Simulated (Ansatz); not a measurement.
fcc Ag was calculated with HSE06 (Ansatz, a first-principles code, PAW).

Input file:

Ansatz 0.2 input:
```yaml
crystal:
  lattice:
    - [0.0, 2.0698355878, 2.0698355878]
    - [2.0698355878, 0.0, 2.0698355878]
    - [2.0698355878, 2.0698355878, 0.0]
  atoms:
    - { symbol: Ag, position: [0.0, 0.0, 0.0] }
basis:
  ecutwfc: 460
  ecutrho_ratio: 4
  xc_grid: 2
kpoints:
  mp_grid: { grid: [14, 14, 14] }
hamiltonian:
  xc: hse06
  dispersion: none
  pseudopotentials: { kind: paw }
scf:
  occupations: { method: fermi_dirac, width: 0.05 }
  convergence: { dr2_threshold: 0.0000000001 }
output:
  forces: false
  stress: true
  eigenvalues: true
```

The run printed, among other lines:

```
WARN output.stress: scf.exx.energy_threshold = 1e-6 eV is looser than the 1e-8 eV advised for a stress under a hybrid functional (1e-8 eV for each atom of the …
Crystal: 1 atoms, lattice volume = 17.735 Å³
Basis set: ecut = 460 eV, 411 PW (Γ), exchange–correlation on 48×48×48 points (8 copies of the dense FFT grid, shifted against one another)
Bands: 14, of which v1, the nominal top of the filled ones, is band 10 counted from 1 (9 counted from 0)
Symmetry: 48 space group operations
Space group: Fm-3m (ITA 225), of the structure as read, at distance tolerance 2.6e-5 Å
k-points: 104 of 2744
SCF iter   1: F=—  HF=-7590.555283 eV  |F-HF|=—  |Δ(HF+E_count)|=         —  Δρ=2.33e-3  dr2=5.87e-4
SCF iter   2: F=—  HF=-7590.555271 eV  |F-HF|=—  |Δ(HF+E_count)|=   1.26e-5  Δρ=1.02e-3  dr2=1.57e-4
  ...
SCF 1 converged in 6 iterations: F = -7590.555251 eV  dr2 = 2.17e-11
Crystal: 1 atoms, lattice volume = 17.735 Å³
Initial density: handed on by an earlier stage of this run
Crystal: 1 atoms, lattice volume = 17.735 Å³
SCF iter   5: F=—  HF=-7593.813783 eV  |F-HF|=—  |Δ(HF+E_count)|=   9.91e-9  Δρ=3.94e-6  dr2=2.29e-9
SCF iter   6: F=-7593.813783 eV  HF=-7593.813783 eV  |F-HF|=4.37e-11  |Δ(HF+E_count)|=  7.76e-10  Δρ=5.55e-7  dr2=5.64e-11
SCF 3 converged in 6 iterations: F = -7593.813783 eV  dr2 = 5.64e-11
Free energy (F): -7593.813783 eV
Internal energy: -7593.811328 eV  (E = F + TS)
E sigma→0 (E₀):  -7593.812555 eV
Fermi energy:    16.232071 eV
--- Stress (GPa, compression-positive) ---
       -0.011317      -0.000000      -0.000000
        0.000000      -0.011317      -0.000000
       -0.000000       0.000000      -0.011317
  P = ⅓ Tr σ = -0.0113 GPa (-0.113 kbar)
```

The PAW data were made under PBE.

Note: the run warned that the count of filled bands differs between k points.
